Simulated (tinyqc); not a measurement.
Worked calculation (part 1 of 2): coupled-perturbed Hartree-Fock on RHF in the sto-3g basis, for CH3-, spin multiplicity 1. The basis has no diffuse functions, so it cannot describe the extra electron: this is an exercise in the method, not the real anion. Computed by tinyqc, a small Python program that keeps every step (integrals from PySCF). Settings: charge = -1, multiplicity = 1, basis = sto-3g, method = RHF, energy threshold = 1e-10, iteration cap = 85, orthogonalisation = symmetric, start = atomic densities, DIIS depth = 6. Command: `OMP_NUM_THREADS=1 python tinyqc.py 24854 24855 out.jsonl` (the two numbers bound the seeds that draw the settings). One thread of a shared host (Intel(R) Xeon(R) Processor @ 2.60GHz), about 0.2 s of CPU time with the checks. The early iterations of the SCF are left out here.

## One-electron integrals

Geometry (angstrom):
```
atom          x          y         z
C      0.000000   0.000000  0.119000
H      1.083000   0.000000  0.000000
H     -0.542000   0.938000  0.000000
H     -0.542000  -0.938000  0.000000
```

Basis sto-3g: exponents (1/bohr^2) and contraction coefficients of normalised primitives:
```
element  l (shell)   exponent  coefficient
C            s (1)  71.616837     0.154329
C            s (1)  13.045096     0.535328
C            s (1)   3.530512     0.444635
C            s (2)   2.941249    -0.099967
C            s (2)   0.683483     0.399513
C            s (2)   0.222290     0.700115
C            p (3)   2.941249     0.155916
C            p (3)   0.683483     0.607684
C            p (3)   0.222290     0.391957
H            s (1)   3.425251     0.154329
H            s (1)   0.623914     0.535328
H            s (1)   0.168855     0.444635
```

Overlap, kinetic and nuclear-attraction integrals over the contracted functions; the nuclear repulsion is the sum of Za Zb / Rab.

nuclear repulsion = 9.58695057 hartree

overlap S, lower triangle:
```
           1C 1s     1C 2s     1C 2px     1C 2py     1C 2pz     2H 1s     3H 1s     4H 1s
1C 1s   1.000000
1C 2s   0.248362  1.000000
1C 2px  0.000000  0.000000   1.000000
1C 2py  0.000000  0.000000   0.000000   1.000000
1C 2pz  0.000000  0.000000   0.000000   0.000000   1.000000
2H 1s   0.062346  0.491032   0.464644   0.000000  -0.051055  1.000000
3H 1s   0.062298  0.490842  -0.232410   0.402214  -0.051027  0.145561  1.000000
4H 1s   0.062298  0.490842  -0.232410  -0.402214  -0.051027  0.145561  0.145628  1.000000
```

kinetic energy T (hartree), lower triangle:
```
            1C 1s     1C 2s     1C 2px     1C 2py     1C 2pz      2H 1s      3H 1s     4H 1s
1C 1s   15.891122
1C 2s   -0.085890  0.472250
1C 2px   0.000000  0.000000   1.477728
1C 2py   0.000000  0.000000   0.000000   1.477728
1C 2pz   0.000000  0.000000   0.000000   0.000000   1.477728
2H 1s   -0.010508  0.107019   0.259906   0.000000  -0.028558   0.760032
3H 1s   -0.010520  0.106911  -0.129933   0.224865  -0.028528  -0.008083   0.760032
4H 1s   -0.010520  0.106911  -0.129933  -0.224865  -0.028528  -0.008083  -0.008077  0.760032
```

nuclear attraction V (hartree), lower triangle:
```
             1C 1s      1C 2s     1C 2px     1C 2py     1C 2pz      2H 1s      3H 1s      4H 1s
1C 1s   -35.109542
1C 2s    -4.554043  -6.605541
1C 2px    0.000000   0.000032  -6.625255
1C 2py    0.000000   0.000000   0.000000  -6.625029
1C 2pz    0.005551   0.056696   0.000004   0.000000  -6.441003
2H 1s    -1.164197  -2.759296  -2.419635   0.000000   0.279649  -4.641507
3H 1s    -1.163283  -2.757970   1.210164  -2.094284   0.279469  -0.751252  -4.640769
4H 1s    -1.163283  -2.757970   1.210164   2.094284   0.279469  -0.751252  -0.751457  -4.640769
```

core Hamiltonian H = T + V (hartree), lower triangle:
```
             1C 1s      1C 2s     1C 2px     1C 2py     1C 2pz      2H 1s      3H 1s      4H 1s
1C 1s   -19.218420
1C 2s    -4.639933  -6.133291
1C 2px    0.000000   0.000032  -5.147527
1C 2py    0.000000   0.000000   0.000000  -5.147301
1C 2pz    0.005551   0.056696   0.000004   0.000000  -4.963275
2H 1s    -1.174705  -2.652277  -2.159729   0.000000   0.251091  -3.881475
3H 1s    -1.173803  -2.651059   1.080231  -1.869419   0.250941  -0.759335  -3.880737
4H 1s    -1.173803  -2.651059   1.080231   1.869419   0.250941  -0.759335  -0.759535  -3.880737
```

## Two-electron integrals

Functions are numbered as in S; the eight-fold symmetry (ij|kl) = (ji|kl) = (kl|ij) leaves the list below.

Two-electron integrals (ij|kl) in chemists' order, unique and non-zero (hartree):
```
(11|11) 3.541948    (21|11) 0.576921    (21|21) 0.111888    (22|11) 0.854682
(22|21) 0.205284    (22|22) 0.624709    (31|31) 0.020296    (32|31) 0.030858
(32|32) 0.137996    (33|11) 0.852436    (33|21) 0.205335    (33|22) 0.624568
(33|33) 0.672833    (41|41) 0.020296    (42|41) 0.030858    (42|42) 0.137996
(43|43) 0.036269    (44|11) 0.852436    (44|21) 0.205335    (44|22) 0.624568
(44|33) 0.600295    (44|44) 0.672833    (51|51) 0.020296    (52|51) 0.030858
(52|52) 0.137996    (53|53) 0.036269    (54|54) 0.036269    (55|11) 0.852436
(55|21) 0.205335    (55|22) 0.624568    (55|33) 0.600295    (55|44) 0.600295
(55|55) 0.672833    (61|11) 0.146035    (61|21) 0.028134    (61|22) 0.051467
(61|31) 0.001723    (61|32) 0.003189    (61|33) 0.051831    (61|44) 0.051290
(61|51) -0.000189   (61|52) -0.000350   (61|53) -0.000059   (61|55) 0.051297
(61|61) 0.007236    (62|11) 0.332821    (62|21) 0.080921    (62|22) 0.268890
(62|31) 0.007657    (62|32) 0.051567    (62|33) 0.280973    (62|44) 0.262616
(62|51) -0.000841   (62|52) -0.005666   (62|53) -0.002017   (62|55) 0.262837
(62|61) 0.021199    (62|62) 0.148702    (63|11) 0.275206    (63|21) 0.067808
(63|22) 0.238929    (63|31) 0.014066    (63|32) 0.086604    (63|33) 0.262692
(63|44) 0.226829    (63|51) -0.000618   (63|52) -0.004698   (63|53) -0.002816
(63|55) 0.227015    (63|61) 0.018646    (63|62) 0.157104    (63|63) 0.181844
(64|41) 0.008445    (64|42) 0.043845    (64|43) 0.010238    (64|54) -0.001125
(64|64) 0.018856    (65|11) -0.030240   (65|21) -0.007451   (65|22) -0.026254
(65|31) -0.000618   (65|32) -0.004698   (65|33) -0.026615   (65|44) -0.024924
(65|51) 0.008513    (65|52) 0.044361    (65|53) 0.010424    (65|55) -0.027194
(65|61) -0.002049   (65|62) -0.017263   (65|63) -0.017909   (65|65) 0.020824
(66|11) 0.474470    (66|21) 0.117349    (66|22) 0.441509    (66|31) 0.014493
(66|32) 0.129007    (66|33) 0.487330    (66|44) 0.417932    (66|51) -0.001592
(66|52) -0.014175   (66|53) -0.007625   (66|55) 0.418770    (66|61) 0.031253
(66|62) 0.303000    (66|63) 0.354401    (66|65) -0.038942   (66|66) 0.774606
(71|11) 0.145920    (71|21) 0.028113    (71|22) 0.051427    (71|31) -0.000861
(71|32) -0.001594   (71|33) 0.051386    (71|41) 0.001490    (71|42) 0.002759
(71|43) -0.000234   (71|44) 0.051656    (71|51) -0.000189   (71|52) -0.000350
(71|53) 0.000030    (71|54) -0.000051   (71|55) 0.051257    (71|61) 0.006996
(71|62) 0.019868    (71|63) 0.016240    (71|64) 0.000723    (71|65) -0.001922
(71|66) 0.028622    (71|71) 0.007225    (72|11) 0.332650    (72|21) 0.080880
(72|22) 0.268765    (72|31) -0.003829   (72|32) -0.025790   (72|33) 0.267086
(72|41) 0.006627    (72|42) 0.044633    (72|43) -0.007950   (72|44) 0.276251
(72|51) -0.000841   (72|52) -0.005662   (72|53) 0.001009    (72|54) -0.001745
(72|55) 0.262714    (72|61) 0.019873    (72|62) 0.107932    (72|63) 0.088839
(72|64) 0.012717    (72|65) -0.012182   (72|66) 0.173123    (72|71) 0.021172
(72|72) 0.148578    (73|11) -0.137636   (73|21) -0.033912   (73|22) -0.119498
(73|31) 0.009846    (73|32) 0.054520    (73|33) -0.125613   (73|41) -0.002434
(73|42) -0.018518   (73|43) 0.012195    (73|44) -0.119216   (73|51) 0.000309
(73|52) 0.002349    (73|53) -0.001547   (73|54) 0.000732    (73|55) -0.113539
(73|61) -0.007502   (73|62) -0.033445   (73|63) -0.015718   (73|64) -0.002936
(73|65) 0.003696    (73|66) -0.042554   (73|71) -0.009318   (73|72) -0.078545
(73|73) 0.059611    (74|11) 0.238196    (74|21) 0.058690    (74|22) 0.206807
(74|31) -0.002434   (74|32) -0.018518   (74|33) 0.199668    (74|41) 0.012652
(74|42) 0.075868    (74|43) -0.010890   (74|44) 0.224040    (74|51) -0.000534
(74|52) -0.004066   (74|53) 0.000732    (74|54) -0.002391   (74|55) 0.196494
(74|61) 0.014429    (74|62) 0.083295    (74|63) 0.068062    (74|64) 0.021917
(74|65) -0.009207   (74|66) 0.133789    (74|71) 0.016126    (74|72) 0.135932
(74|73) -0.070564   (74|74) 0.140958    (75|11) -0.030219   (75|21) -0.007446
(75|22) -0.026237   (75|31) 0.000309    (75|32) 0.002349    (75|33) -0.025331
(75|41) -0.000534   (75|42) -0.004066   (75|43) 0.000732    (75|44) -0.026175
(75|51) 0.008507    (75|52) 0.044336    (75|53) -0.005213   (75|54) 0.009021
(75|55) -0.027177   (75|61) -0.001922   (75|62) -0.012181   (75|63) -0.009819
(75|64) -0.001406   (75|65) 0.014181    (75|66) -0.020792   (75|71) -0.002046
(75|72) -0.017245   (75|73) 0.008952    (75|74) -0.015493   (75|75) 0.020803
(76|11) 0.089199    (76|21) 0.021746    (76|22) 0.074561    (76|31) 0.000858
(76|32) 0.006106    (76|33) 0.075184    (76|41) 0.001487    (76|42) 0.010584
(76|43) 0.000388    (76|44) 0.075634    (76|51) -0.000377   (76|52) -0.002686
(76|53) -0.000354   (76|54) -0.000613   (76|55) 0.072793    (76|61) 0.005557
(76|62) 0.037007    (76|63) 0.036142    (76|64) 0.003942    (76|65) -0.004722
(76|66) 0.070434    (76|71) 0.005553    (76|72) 0.036994    (76|73) -0.014667
(76|74) 0.033259    (76|75) -0.004719   (76|76) 0.011156    (77|11) 0.474341
(77|21) 0.117318    (77|22) 0.441419    (77|31) -0.007248   (77|32) -0.064528
(77|33) 0.435214    (77|41) 0.012543    (77|42) 0.111675    (77|43) -0.030056
(77|44) 0.469863    (77|51) -0.001591   (77|52) -0.014168   (77|53) 0.003813
(77|54) -0.006599   (77|55) 0.418684    (77|61) 0.028636    (77|62) 0.173171
(77|63) 0.137147    (77|64) 0.030100    (77|65) -0.020800   (77|66) 0.280533
(77|71) 0.031220    (77|72) 0.302856    (77|73) -0.177245   (77|74) 0.306746
(77|75) -0.038915   (77|76) 0.070434    (77|77) 0.774606    (81|11) 0.145920
(81|21) 0.028113    (81|22) 0.051427    (81|31) -0.000861   (81|32) -0.001594
(81|33) 0.051386    (81|41) -0.001490   (81|42) -0.002759   (81|43) 0.000234
(81|44) 0.051656    (81|51) -0.000189   (81|52) -0.000350   (81|53) 0.000030
(81|54) 0.000051    (81|55) 0.051257    (81|61) 0.006996    (81|62) 0.019868
(81|63) 0.016240    (81|64) -0.000723   (81|65) -0.001922   (81|66) 0.028622
(81|71) 0.006991    (81|72) 0.019858    (81|73) -0.008748   (81|74) 0.013696
(81|75) -0.001921   (81|76) 0.005272    (81|77) 0.028616    (81|81) 0.007225
(82|11) 0.332650    (82|21) 0.080880    (82|22) 0.268765    (82|31) -0.003829
(82|32) -0.025790   (82|33) 0.267086    (82|41) -0.006627   (82|42) -0.044633
(82|43) 0.007950    (82|44) 0.276251    (82|51) -0.000841   (82|52) -0.005662
(82|53) 0.001009    (82|54) 0.001745    (82|55) 0.262714    (82|61) 0.019873
(82|62) 0.107932    (82|63) 0.088839    (82|64) -0.012717   (82|65) -0.012182
(82|66) 0.173123    (82|71) 0.019858    (82|72) 0.107898    (82|73) -0.055460
(82|74) 0.070553    (82|75) -0.012177   (82|76) 0.028546    (82|77) 0.173129
(82|81) 0.021172    (82|82) 0.148578    (83|11) -0.137636   (83|21) -0.033912
(83|22) -0.119498   (83|31) 0.009846    (83|32) 0.054520    (83|33) -0.125613
(83|41) 0.002434    (83|42) 0.018518    (83|43) -0.012195   (83|44) -0.119216
(83|51) 0.000309    (83|52) 0.002349    (83|53) -0.001547   (83|54) -0.000732
(83|55) -0.113539   (83|61) -0.007502   (83|62) -0.033445   (83|63) -0.015718
(83|64) 0.002936    (83|65) 0.003696    (83|66) -0.042554   (83|71) -0.008748
(83|72) -0.055460   (83|73) 0.040750    (83|74) -0.035513   (83|75) 0.006130
(83|76) -0.011196   (83|77) -0.094699   (83|81) -0.009318   (83|82) -0.078545
(83|83) 0.059611    (84|11) -0.238196   (84|21) -0.058690   (84|22) -0.206807
(84|31) 0.002434    (84|32) 0.018518    (84|33) -0.199668   (84|41) 0.012652
(84|42) 0.075868    (84|43) -0.010890   (84|44) -0.224040   (84|51) 0.000534
(84|52) 0.004066    (84|53) -0.000732   (84|54) -0.002391   (84|55) -0.196494
(84|61) -0.014429   (84|62) -0.083295   (84|63) -0.068062   (84|64) 0.021917
(84|65) 0.009207    (84|66) -0.133789   (84|71) -0.013696   (84|72) -0.070553
(84|73) 0.035513    (84|74) -0.034474   (84|75) 0.007797    (84|76) -0.019372
(84|77) -0.103695   (84|81) -0.016126   (84|82) -0.135932   (84|83) 0.070564
(84|84) 0.140958    (85|11) -0.030219   (85|21) -0.007446   (85|22) -0.026237
(85|31) 0.000309    (85|32) 0.002349    (85|33) -0.025331   (85|41) 0.000534
(85|42) 0.004066    (85|43) -0.000732   (85|44) -0.026175   (85|51) 0.008507
(85|52) 0.044336    (85|53) -0.005213   (85|54) -0.009021   (85|55) -0.027177
(85|61) -0.001922   (85|62) -0.012181   (85|63) -0.009819   (85|64) 0.001406
(85|65) 0.014181    (85|66) -0.020792   (85|71) -0.001921   (85|72) -0.012177
(85|73) 0.006130    (85|74) -0.007797   (85|75) 0.014176    (85|76) -0.003536
(85|77) -0.020792   (85|81) -0.002046   (85|82) -0.017245   (85|83) 0.008952
(85|84) 0.015493    (85|85) 0.020803    (86|11) 0.089199    (86|21) 0.021746
(86|22) 0.074561    (86|31) 0.000858    (86|32) 0.006106    (86|33) 0.075184
(86|41) -0.001487   (86|42) -0.010584   (86|43) -0.000388   (86|44) 0.075634
(86|51) -0.000377   (86|52) -0.002686   (86|53) -0.000354   (86|54) 0.000613
(86|55) 0.072793    (86|61) 0.005557    (86|62) 0.037007    (86|63) 0.036142
(86|64) -0.003942   (86|65) -0.004722   (86|66) 0.070434    (86|71) 0.005272
(86|72) 0.028546    (86|73) -0.011196   (86|74) 0.019372    (86|75) -0.003536
(86|76) 0.008969    (86|77) 0.045151    (86|81) 0.005553    (86|82) 0.036994
(86|83) -0.014667   (86|84) -0.033259   (86|85) -0.004719   (86|86) 0.011156
(87|11) 0.089216    (87|21) 0.021750    (87|22) 0.074583    (87|31) -0.001719
(87|32) -0.012234   (87|33) 0.075885    (87|44) 0.074980    (87|51) -0.000377
(87|52) -0.002686   (87|53) 0.000709    (87|55) 0.072813    (87|61) 0.005277
(87|62) 0.028565    (87|63) 0.022383    (87|65) -0.003539   (87|66) 0.045166
(87|71) 0.005554    (87|72) 0.037010    (87|73) -0.021504   (87|74) 0.029330
(87|75) -0.004721   (87|76) 0.008973    (87|77) 0.070472    (87|81) 0.005554
(87|82) 0.037010    (87|83) -0.021504   (87|84) -0.029330   (87|85) -0.004721
(87|86) 0.008973    (87|87) 0.011167    (88|11) 0.474341    (88|21) 0.117318
(88|22) 0.441419    (88|31) -0.007248   (88|32) -0.064528   (88|33) 0.435214
(88|41) -0.012543   (88|42) -0.111675   (88|43) 0.030056    (88|44) 0.469863
(88|51) -0.001591   (88|52) -0.014168   (88|53) 0.003813    (88|54) 0.006599
(88|55) 0.418684    (88|61) 0.028636    (88|62) 0.173171    (88|63) 0.137147
(88|64) -0.030100   (88|65) -0.020800   (88|66) 0.280533    (88|71) 0.028616
(88|72) 0.173129    (88|73) -0.094699   (88|74) 0.103695    (88|75) -0.020792
(88|76) 0.045151    (88|77) 0.280575    (88|81) 0.031220    (88|82) 0.302856
(88|83) -0.177245   (88|84) -0.306746   (88|85) -0.038915   (88|86) 0.070434
(88|87) 0.070472    (88|88) 0.774606
```

## Orthogonalisation

S = U s U^T; symmetric (Loewdin) form X = U s^(-1/2) U^T, so that X^T S X = 1.

eigenvalues of S: 0.258351  0.353456  0.353727  0.952153  1.012719  1.500644  1.501006  2.067944

X, lower triangle:
```
            1C 1s      1C 2s     1C 2px     1C 2py    1C 2pz      2H 1s      3H 1s     4H 1s
1C 1s    1.028468
1C 2s   -0.167442   1.441886
1C 2px   0.000002   0.000044   1.194221
1C 2py   0.000000   0.000000   0.000000   1.193931
1C 2pz   0.003871  -0.042489  -0.000007   0.000000  1.004323
2H 1s    0.025769  -0.346409  -0.350597   0.000000  0.035365   1.271663
3H 1s    0.025768  -0.346170   0.175315  -0.303369  0.035334  -0.032437   1.271389
4H 1s    0.025768  -0.346170   0.175315   0.303369  0.035334  -0.032437  -0.032382  1.271389
```

## Iteration 8 (converged): orbitals

converged F (hartree), lower triangle:
```
             1C 1s      1C 2s     1C 2px     1C 2py    1C 2pz      2H 1s      3H 1s      4H 1s
1C 1s   -10.366773
1C 2s    -2.820273  -0.990415
1C 2px   -0.000002  -0.000061   0.260717
1C 2py    0.000000   0.000000   0.000000   0.261023
1C 2pz    0.009734   0.024876   0.000008   0.000000  0.225935
2H 1s    -0.720988  -0.505441  -0.228948   0.000000  0.036590  -0.104914
3H 1s    -0.720441  -0.505189   0.114508  -0.198218  0.036570  -0.165283  -0.104628
4H 1s    -0.720441  -0.505189   0.114508   0.198218  0.036570  -0.165283  -0.165283  -0.104628
```

Diagonalise F' = X^T F X, C = X C', fill 5 alpha and 5 beta electrons from the bottom; D = 2 C_occ C_occ^T. Each column has its largest component positive (the first on a tie).

F' = X^T F X (hartree), lower triangle:
```
            1          2          3          4         5          6          7         8
1  -10.124145
2   -1.590772   0.119096
3    0.000030  -0.000021   0.670586
4    0.000000   0.000000   0.000000   0.670425
5    0.016990  -0.049822  -0.000003   0.000000  0.234949
6   -0.108975  -0.445330  -0.535563   0.000000  0.055896   0.403624
7   -0.108779  -0.445087   0.267841  -0.463567  0.055854  -0.061333   0.403509
8   -0.108779  -0.445087   0.267841   0.463567  0.055854  -0.061333  -0.061238  0.403509
```

orbital energies (hartree): MO1 -10.374121, MO2 -0.411427, MO3 -0.096217, MO4 -0.096014, MO5 0.223839, MO6 1.072554, MO7 1.231186, MO8 1.231754

coefficients C:
```
              MO1        MO2        MO3        MO4        MO5        MO6        MO7        MO8
1C 1s    0.991954  -0.209144   0.000001   0.000000  -0.036391  -0.242388   0.000000  -0.000060
1C 2s    0.036511   0.561530  -0.000048   0.000000   0.168820   1.457188   0.000000   0.000559
1C 2px   0.000000   0.000063   0.450014   0.000000   0.000019  -0.000337   0.000000   1.186609
1C 2py   0.000000   0.000000   0.000000   0.450039   0.000000   0.000000   1.186171   0.000000
1C 2pz  -0.002018  -0.038257  -0.000011   0.000000   0.986988  -0.196520   0.000000  -0.000088
2H 1s   -0.007325   0.266526   0.581069   0.000000  -0.041076  -0.731045   0.000000  -0.958759
3H 1s   -0.007323   0.266344  -0.290670   0.503385  -0.041058  -0.731039  -0.829786   0.479081
4H 1s   -0.007323   0.266344  -0.290670  -0.503385  -0.041058  -0.731039   0.829786   0.479081
```

D after iteration 8, lower triangle:
```
            1C 1s     1C 2s     1C 2px     1C 2py     1C 2pz      2H 1s      3H 1s     4H 1s
1C 1s    2.058078
1C 2s   -0.174734  0.690297
1C 2px  -0.000026  0.000034   0.405026
1C 2py   0.000000  0.000000   0.000000   0.405070
1C 2pz  -0.059836  0.290134   0.000022   0.000000   1.951225
2H 1s   -0.123026  0.284864   0.523011   0.000000  -0.101460   0.820836
3H 1s   -0.122948  0.284750  -0.261579   0.453086  -0.101390  -0.192343   0.821128
4H 1s   -0.122948  0.284750  -0.261579  -0.453086  -0.101390  -0.192343  -0.192458  0.821128
```

## Convergence

Stop when the energy changes by less than 1e-10 hartree and every element of the error matrix X^T (F D S - S D F) X is below 3e-06.

Course of the cycle:
```
iteration   E (hartree)     change  largest element of the error matrix
1          -41.60780931          -                             1.02e+00
2          -38.79126345   2.82e+00                             5.31e-02
3          -38.79827898  -7.02e-03                             2.01e-02
4          -38.79924586  -9.67e-04                             2.64e-03
5          -38.79925811  -1.22e-05                             4.19e-04
6          -38.79925847  -3.62e-07                             3.23e-05
7          -38.79925847  -2.47e-09                             3.20e-07
8          -38.79925847  -3.13e-13                             2.30e-08
```

PySCF RHF in the same basis = -38.79925847 hartree

Converged in 8 iterations.
